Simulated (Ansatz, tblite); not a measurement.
**The cluster CdCl2+: rung by rung**

How do method and basis change the picture of the cluster CdCl2+ (doublet)?

The runs use Ansatz 0.2.0, Gaussian basis; as each input shows.

Plan: GFN1-xTB, GFN2-xTB, PBE-D4/def2-TZVP, r2SCAN-D4/def2-TZVP, revPBE-D4/def2-TZVP, HSE06-D4/def2-TZVP, HF/def2-TZVP, B3LYP-D4/def2-TZVP, r2SCAN0-D4/def2-TZVP, PBE-D4/def2-SVP, PBE0-D4/def2-SVP, CCSD(T)/def2-TZVPP, MP2/def2-TZVP, RPA/def2-TZVP.

6 further runs of the same task are left out: 6 set aside as unsound or not needed. Runs told in other sessions of the task aren't counted.

**1. The structure**

The doublet was relaxed beforehand with r2SCAN-D4/def2-TZVP. At that level it is the lowest of the isomers that a small search found.

3 atoms, charge 1, spin multiplicity 2.

Bond lengths: Cd1–Cl2 2.294 Å, Cd1–Cl3 2.294 Å. Angles: Cl2–Cd1–Cl3 179.9°.

Cd takes a core potential in the def2 sets. No spin-orbit coupling is included. The ion is computed in the gas phase, without counter-ions or solvent.

PBE0-D4/def2-TZVP was run before; its log isn't repeated, and its numbers join the tables.

**2. GFN1-xTB**

Tight binding, by tblite at 300 K electronic temperature and without a spin-polarisation term:

```python
tblite.interface.Calculator('GFN1-xTB', numbers, positions, charge=1, uhf=1).singlepoint()
```

Energy -241.0937 eV; 0.002 s.

**3. GFN2-xTB**

Tight binding, by tblite at 300 K electronic temperature and without a spin-polarisation term:

```python
tblite.interface.Calculator('GFN2-xTB', numbers, positions, charge=1, uhf=1).singlepoint()
```

Energy -250.4086 eV; 0.002 s.

**4. PBE-D4/def2-TZVP**

start.molden holds the orbitals of an earlier run on this state, given as this run's starting guess.

File in.yaml:

```yaml
crystal:
  periodic: [false, false, false]
  atoms:
    - {symbol: Cd, position_ang: [-0.000034, 0.001310, 0.000277]}
    - {symbol: Cl, position_ang: [1.952569, 0.291903, -1.167302]}
    - {symbol: Cl, position_ang: [-1.952534, -0.293214, 1.167025]}
basis:
  gaussian: {orbitals: def2-TZVP, initial_orbitals: start.molden}
total_charge: 1
magnetization: {spin_polarized: true, initial_magnetization: 1}
hamiltonian: {xc: pbe, dispersion: d4}
scf: {omitted_lower_state_checks: [starts]}
output: {orbitals: {seedname: orbitals}}
```

Run with:

```
$ ansatz run in.yaml --threads 4 --pin off --events-out ev --progress --plain --max-ram 3916MiB
```

Further steps of the session: r2SCAN-D4/def2-TZVP; revPBE-D4/def2-TZVP; HSE06-D4/def2-TZVP; HF/def2-TZVP; B3LYP-D4/def2-TZVP; r2SCAN0-D4/def2-TZVP; PBE-D4/def2-SVP; PBE0-D4/def2-SVP; CCSD(T)/def2-TZVPP; MP2/def2-TZVP; RPA/def2-TZVP.

Q: Predict the results of all the runs planned. Wanted: gap in def2-TZVP, named functionals and Hartree-Fock, smallest and largest; correlation energy, CCSD(T)/def2-TZVPP; correlation energy, MP2/def2-TZVP; ⟨S²⟩ in def2-TZVP, named functionals and Hartree-Fock, smallest and largest; PBE0 total energy, smallest basis above largest.

**Answer**, as computed:

| quantity | value |
| --- | --- |
| gap in def2-TZVP, named functionals and Hartree-Fock, smallest and largest | 0.06 eV (PBE-D4), 7.39 eV (HF) |
| correlation energy, CCSD(T)/def2-TZVPP | -29.20 eV |
| correlation energy, MP2/def2-TZVP | -22.34 eV |
| ⟨S²⟩ in def2-TZVP, named functionals and Hartree-Fock, smallest and largest | 0.753, 0.761 |
| PBE0 total energy, smallest basis above largest | 9.62 eV (def2-SVP, def2-TZVP) |

In words: Orbital gaps of the named functionals and Hartree-Fock in def2-TZVP span 0.06 eV (PBE-D4) to 7.39 eV (HF); exact exchange widens it. Over the named functionals and Hartree-Fock in def2-TZVP spin contamination reaches 0.01 (HF), which is small.
